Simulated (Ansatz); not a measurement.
α-phase Ga was calculated with LDA in Ansatz (PAW).

Settings: plane-wave cutoff 520 eV, 14×14×12 k mesh (along the axes of the cell as run), Fermi–Dirac smearing 0.05 eV, scalar-relativistic PAW data made under PBE.

The volume scan:

| V (Å³/atom) | E − E_lowest (meV/atom) | P (GPa) |
|---|---|---|
| 17.623 | 6.70 | 3.04 |
| 17.990 | 1.61 | 1.43 |
| 18.357 | 0.00 | 0.00 |
| 18.724 | 1.46 | -1.25 |
| 19.091 | 5.62 | -2.36 |

Problem. Estimate the bulk modulus from the pressures at 17.990 and 18.724 Å³/atom, and compare it with a fit to all energies.

Solution. B = −V dP/dV. Between V = 17.990 and 18.724 Å³/atom, dP/dV = (-1.25 − (1.43))/(18.724 − 17.990) = -3.65 GPa per Å³/atom; at the midpoint 18.357 Å³/atom this gives B ≈ 67.0 GPa. The third-order Birch–Murnaghan fit gives V0 = 18.358 Å³/atom, B0 = 66.8 GPa, B′ = 5.3, which lies within 1 % of that estimate.

Shape and atoms are relaxed at each volume.

Note: the bulk modulus comes from volumes at which shape and atoms were relaxed.

Computed values are for the static lattice.

Ansatz is an electronic-structure program.
